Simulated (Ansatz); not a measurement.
Results of LDA (Ansatz, an electronic-structure program, plane waves, PAW) for fcc Sr.

Run with plane-wave cutoff 500 eV, 20×20×20 k mesh, Fermi–Dirac smearing 0.1 eV, scalar-relativistic PAW data made under PBE.

Computed at the level's own relaxed cell.

Give the computed equilibrium volume per atom and lattice parameter a.


- equilibrium volume per atom = 48.60 Å³/atom
- lattice parameter a = 5.793 Å

Measured, for comparison: equilibrium volume per atom 55.22 Å³/atom, lattice constant a 6.045 Å (low-temperature or extrapolated to 0 K; zero-point anharmonic expansion removed; as tabulated in Csonka et al. (2009), arXiv:0903.4037). Computed (rounded) less measured: equilibrium volume per atom -12.0 %, lattice constant a -4.2 %.

Computed values are for the static lattice.
